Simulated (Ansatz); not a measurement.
Elastic constant C11 (GPa) of solids drawn from the class of oxides, at two levels: PBE (Ansatz, an electronic-structure program, PAW), and PBE0 (plane waves, PAW; Ansatz).

| solid | PBE | PBE0 |
|---|---|---|
| rock-salt MgO | 267 | 306 |
| cubic perovskite KTaO₃ | 414 | ? |
| rock-salt SrO | 160 | ? |
| rock-salt CaO | 201 | 222 |
| rutile SnO₂ | 209 | 261 |
| rutile TiO₂ | 257 | 303 |
| cubic perovskite BaZrO₃ | 291 | 322 |
| stishovite (SiO2) | 387 | 455 |
| cubic perovskite BaHfO₃ | 309 | 340 |
| rock-salt BaO | 115 | 127 |

Problem. Estimate the withheld PBE0 values from the other rows.

Solution. One way: carry over the typical ratio. The ratios PBE0 / PBE of the other rows, in order: 1.100, 1.104, 1.104, 1.107, 1.146, 1.176, 1.179, 1.249; median 1.1265. Cubic perovskite KTaO₃: 414 × 1.1265 = 466 GPa; the run gives 467 GPa. Rock-salt SrO: 160 × 1.1265 = 180 GPa; the run gives 177 GPa. The ratios spread from 1.100 to 1.249, so such an estimate is rough.

Over all 10 rows PBE0 is the larger in 10.

Ansatz's runs of these crystals have no spin polarisation.

Spin–orbit coupling is left out, also for the solids with elements from indium on (cubic perovskite KTaO3, rutile SnO2, cubic perovskite BaZrO3, cubic perovskite BaHfO3, rock-salt BaO); its size isn't shown.

Each level is taken at its own relaxed cell. Ansatz's density-functional and Hartree–Fock values are scalar-relativistic unless marked +SOC, with PAW data made under PBE.
